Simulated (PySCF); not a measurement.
A run for PySCF: R-MP2/6-31G* on hydrogen isocyanide (SMILES [C-]#[NH+]).

```python
from pyscf import gto, scf, dft, mp
from pyscf.data.elements import chemcore

mol = gto.M(
    atom='''
    C     1.10850240   -0.00004107    0.00000000
    N    -0.05554366   -0.00003273   -0.00000000
    H    -1.05295874    0.00007381    0.00000000
    ''',
    basis='6-31g*',
    cart=True,
    charge=0, spin=0, verbose=3, max_memory=1800)
mf = scf.RHF(mol)
mf.conv_tol = 1e-8
mf.max_cycle = 100
mf.kernel()
if not mf.converged:
    mf = mf.newton().run(mf.mo_coeff, mf.mo_occ)
pt = mp.MP2(mf, frozen=chemcore(mol)).run()
```

Output:

```
converged SCF energy = -92.8549491488228
E(RMP2) = -93.1244736636796  E_corr = -0.269524514856822
E(SCS-RMP2) = -93.1192467132863  E_corr = -0.264297564463461
```

The calculation finished and met its thresholds.

Cost: roughly 0.19 core-seconds.
